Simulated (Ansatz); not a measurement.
Relaxation of CH3NSi (6 atoms, charge 0, multiplicity 1), to a largest force component of 0.02 eV/Å in at most 50 steps.

Computed with Ansatz 0.2.0, RKS PBE0-D4/STO-3G.

```xyz
6
Properties=species:S:1:pos:R:3:forces:R:3
C -0.412 -0.981 -0.119 -6.17 1.36 -2.05
N 0.738 -0.896 0.257 8.25 -0.74 2.74
Si -0.025 0.742 -0.028 0.97 2.63 0.22
H -1.095 -1.728 -0.347 -1.84 -2.24 -0.56
H 0.808 1.363 -1.113 -0.95 -0.45 0.94
H 0.028 1.437 1.304 -0.25 -0.56 -1.29
```

**Question.** Where does it end, and by what steps?

**Answer.** The run converged. Limits of this set-up: minimal basis. After 6 steps the energy has fallen by 0.727 eV; Si3 moved furthest, 0.24 Å. The start is strongly strained (largest force component 8 eV/Å).

```
step  energy less start (eV)  largest force component (eV/Å)  accepted
   0                  0.0000                           8.249       yes
   1                 -0.6201                           1.124       yes
   2                 -0.6953                           0.654       yes
   3                 -0.7013                           1.105       yes
   4                 -0.7250                           0.218       yes
   5                 -0.7265                           0.054       yes
   6                 -0.7266                           0.004       yes
```

```xyz
6
Properties=species:S:1:pos:R:3
C -0.433 -0.937 -0.131
N 0.819 -1.020 0.282
Si 0.202 0.705 0.040
H -1.166 -1.725 -0.354
H 0.693 1.430 -1.104
H -0.073 1.483 1.220
```

Whether the end is a true minimum wasn't checked by a vibrational analysis.

Run time: 7.1 s on 1 thread of Arm Neoverse V2 (shared host), peak memory 0.11 GiB.
